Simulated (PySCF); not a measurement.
Species: C₃H₂FOP.
Geometry (PBE0-D3(BJ)/def2-SVP, Å), atoms numbered from 1 in this order:
```xyz
8
C3H2FOP angstrom
F     -1.108    1.658    1.782
C     -0.483    0.676    1.189
C     -0.789   -0.641    1.139
P      0.444   -1.495    0.175
C      1.218    0.009   -0.043
O      0.614    1.063    0.549
H     -1.662   -1.072    1.626
H      2.126    0.275   -0.582
```

All values: wB97X-D/def2-SVPD (PySCF, non-relativistic), on one gas-phase PBE0-D3(BJ)/def2-SVP geometry that isn't relaxed in the solvent. The solvent is an IEF-PCM continuum (van der Waals radii × 1.2), and excitations are vertical TDDFT with non-equilibrium linear response and a frozen core. Specific hydrogen bonds and non-electrostatic terms are outside this model.

Gas-phase singlets (H = HOMO, L = LUMO):

```csv
state,E (eV),λ (nm),f,leading configuration
S1,5.363,231,0.082,H→L 93%
S2,6.085,204,0.015,H-2→L 86%
S3,6.208,200,0.024,H-1→L 70%
S4,6.223,199,0.000,H→L+1 69%
S5,6.879,180,0.019,H→L+3 76%
```

Q: What are the lowest 5 singlets in benzene (ε = 2.271)?

A: 
```
state  E (eV)  λ (nm)      f  leading configuration  change by rank (eV)
   S1   5.254     236  0.115                H→L 95%               -0.109
   S2   6.051     205  0.023              H-2→L 89%               -0.034
   S3   6.168     201  0.045              H-1→L 77%               -0.040
   S4   6.210     200  0.000              H→L+1 69%               -0.013
   S5   6.829     182  0.027              H→L+3 73%               -0.050
```

Q: The ground-state energy changes by -0.044 eV from gas to benzene. By how much does the total energy of gas-phase S1 change?

A: E(S1) = E(S0) + excitation energy, so it changes by -0.044 − 0.109 = -0.153 eV: it is lowered more than the ground state, which is what a red shift means. This is the vertical state, with the slow part of the continuum still set for S0.

Q: How do the frontier levels move from gas to benzene?

A: 
```
orbital  gas (eV)  solvent (eV)  change (eV)                  Löwdin shares, gas              Löwdin shares, solvent
 LUMO+2      2.28          2.34        +0.06   C2 30 %, C3 29 %, P4 15 %, O6 9 %   C2 30 %, C3 29 %, P4 15 %, O6 9 %
 LUMO+1      2.07          2.12        +0.05  P4 29 %, C3 19 %, C2 18 %, O6 10 %  P4 27 %, C2 20 %, C3 19 %, O6 11 %
   LUMO      0.55          0.60        +0.05   P4 41 %, C5 30 %, O6 14 %, C3 8 %   P4 41 %, C5 30 %, O6 14 %, C3 8 %
   HOMO     -8.85         -8.80        +0.05  C5 34 %, P4 23 %, C2 14 %, C3 10 %  C5 34 %, P4 23 %, C2 15 %, C3 10 %
 HOMO-1    -10.21        -10.15        +0.06  C3 37 %, P4 20 %, O6 16 %, C2 14 %  C3 37 %, P4 20 %, O6 17 %, C2 14 %
 HOMO-2    -10.52        -10.48        +0.04    P4 67 %, C3 12 %, C5 9 %, O6 7 %    P4 67 %, C3 12 %, C5 9 %, O6 7 %
 HOMO-3    -12.58        -12.49        +0.09   C5 24 %, P4 23 %, C3 22 %, O6 9 %   C5 25 %, P4 23 %, C3 22 %, O6 9 %
```

The HOMO–LUMO gap goes from 9.40 to 9.40 eV.

wB97X-D is run here without its empirical dispersion term; that term would change no orbital, density or response property at a fixed geometry.
